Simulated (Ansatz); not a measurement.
# C3H8N radical: up Jacob's ladder to CCSD(T)

One table from this session's results is given with a row withheld; the runs are named, their logs left out.

Program: Ansatz 0.2.0, Gaussian basis. Level of theory: functionals in def2-TZVPP, the program's frozen cores in correlated methods. These are calculated values, not measurements.

Levels to be run: LDA (SPW92), PBE-D4, revPBE-D4, BLYP-D4, r2SCAN-D4, B97M-V, PBE0-D4, B3LYP-D4, r2SCANh-D4, r2SCAN0-D4, HSE06-D4, BHLYP-D4, CAM-B3LYP-D4, LC-ωPBE, ωB97X-V, ωB97M-V, B2PLYP, PBE-QIDH; CCSD(T)/def2-SVP; CCSD(T)/def2-TZVPP; MP2/def2-QZVPP; extrapolation to the limit; RPA on PBE.

### The relaxed structure

An earlier PBE0-D4 in a triple-zeta def2 set relaxation fixed the geometry.

SMILES `CC[N]C`, 12 atoms, charge 0, spin multiplicity 2.

Atoms are counted from 1 here; the program's logs count them from 0.

Bond lengths: C1–C2 1.514 Å, C1–H5 1.092 Å, C1–H6 1.092 Å, C1–H7 1.092 Å, C2–N3 1.430 Å, C2–H8 1.104 Å, C2–H9 1.104 Å, N3–C4 1.427 Å, C4–H10 1.091 Å, C4–H11 1.101 Å, C4–H12 1.101 Å. Angles: C2–C1–H5 110.5°, C2–C1–H6 110.5°, C2–C1–H7 111.0°, H5–C1–H6 107.9°, H5–C1–H7 108.4°, H6–C1–H7 108.4°, C1–C2–N3 112.1°, C1–C2–H8 110.5°, C1–C2–H9 110.4°, N3–C2–H8 109.4°, N3–C2–H9 109.4°, H8–C2–H9 104.8°, C2–N3–C4 112.2°, N3–C4–H10 110.7°, N3–C4–H11 111.3°, N3–C4–H12 111.2°, H10–C4–H11 108.7°, H10–C4–H12 108.6° and more.

Set-up of the first run:

in.yaml

```yaml
crystal:
  periodic: [false, false, false]
  atoms:
    - {symbol: C, position_ang: [-1.555872, 0.530796, 0.801528]}
    - {symbol: C, position_ang: [-0.437546, -0.252640, 0.147433]}
    - {symbol: N, position_ang: [0.682939, 0.574877, -0.174287]}
    - {symbol: C, position_ang: [1.738272, -0.160744, -0.791790]}
    - {symbol: H, position_ang: [-1.906263, 1.324116, 0.138613]}
    - {symbol: H, position_ang: [-1.206673, 0.996340, 1.725096]}
    - {symbol: H, position_ang: [-2.401526, -0.118359, 1.040082]}
    - {symbol: H, position_ang: [-0.799853, -0.751092, -0.768781]}
    - {symbol: H, position_ang: [-0.107696, -1.076202, 0.804873]}
    - {symbol: H, position_ang: [2.583214, 0.491234, -1.017374]}
    - {symbol: H, position_ang: [2.088302, -0.980096, -0.144152]}
    - {symbol: H, position_ang: [1.399901, -0.633527, -1.727341]}
basis:
  gaussian: {orbitals: def2-TZVPP}
magnetization: {spin_polarized: true, initial_magnetization: 1}
hamiltonian: {xc: lda}
output: {orbitals: {seedname: orbitals}}
```

Started as:

```bash
ansatz run in.yaml --threads 4 --pin off --events-out ev --progress --plain --max-ram 10444MiB
```

Among the steps run: LDA; PBE-D4 (GGA); revPBE-D4 (GGA); BLYP-D4 (GGA); r2SCAN-D4 (meta-GGA); B97M-V (meta-GGA); PBE0-D4 (hybrid); B3LYP-D4 (hybrid); r2SCANh-D4 (hybrid); r2SCAN0-D4 (hybrid); HSE06-D4 (hybrid); BHLYP-D4 (hybrid); CAM-B3LYP-D4 (range-separated); LC-ωPBE (range-separated); ωB97X-V (range-separated); ωB97M-V (range-separated); B2PLYP (double hybrid); PBE-QIDH (double hybrid).

One of the session's tables, all rows but one given; the rest of the session is left out.

It belongs to the step «Frontier levels by functional». 

```
  functional  HOMO (eV)  LUMO (eV)  gap (eV)
 LDA (SPW92)          ?          ?         ?
      PBE-D4      -5.49      -3.41      2.08
   revPBE-D4      -5.47      -3.29      2.18
     BLYP-D4      -5.38      -3.39      1.99
   r2SCAN-D4      -5.98      -2.74      3.24
      B97M-V      -5.91      -2.93      2.98
     PBE0-D4      -7.10      -1.94      5.16
    B3LYP-D4      -6.80      -2.41      4.39
  r2SCANh-D4      -6.52      -2.23      4.29
  r2SCAN0-D4      -7.34      -1.47      5.87
    HSE06-D4      -6.69      -2.34      4.35
    BHLYP-D4      -8.56      -0.53      8.03
CAM-B3LYP-D4      -8.50      -0.83      7.66
     LC-ωPBE      -9.90       0.62     10.52
     ωB97X-V      -9.43       0.22      9.65
     ωB97M-V      -9.22       0.10      9.31
```

Estimate the missing values for LDA (SPW92).

As computed: HOMO (eV): -5.41; LUMO (eV): -3.90; gap (eV): 1.52. In the column «HOMO (eV)» it lies between revPBE-D4 (-5.47) and BLYP-D4 (-5.38).
